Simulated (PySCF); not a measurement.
Nitrogen: a sound run and one with changed settings

Sound run: N [He] 2s2 2p3, N+ [He] 2s2 2p2. Calculation: PySCF 2.14, in aug-cc-pVDZ; the non-relativistic Hamiltonian (point nucleus). In the sound run the correlated levels freeze 1s2. The sound run starts from symmetry-adapted Hartree-Fock orbitals and uses a fine grid where one is needed.

Changed run: basis STO-3G. This setting is unsound on purpose.

```tsv
species	method	sound run (hartree)	changed run (hartree)	converged
N	UHF	-54.39318	-53.71901	yes
N	PBE0	-54.53455	-53.83894	yes
N	M06-2X	-54.57845	-53.89578	yes
N	MP2	-54.46817	-53.71901	yes
N+	UHF	-53.88126	-53.24264	yes
N+	PBE0	-53.99312	-53.34076	yes
N+	M06-2X	-54.04269	-53.40135	yes
N+	MP2	-53.93610	-53.25331	yes
N+	CCSD(T)	-53.95937	-53.26332	yes
```

Ionisation energy of N:

```tsv
method	sound run (eV)	changed run (eV)
UHF	13.930	12.963
PBE0	14.733	13.556
M06-2X	14.579	13.454
MP2	14.478	12.672
SCS-MP2	14.260	12.614
```

A minimal basis cannot let orbitals breathe on ionisation and holds almost no correlation.

For comparison, NIST gives 14.534 eV between the lowest levels.
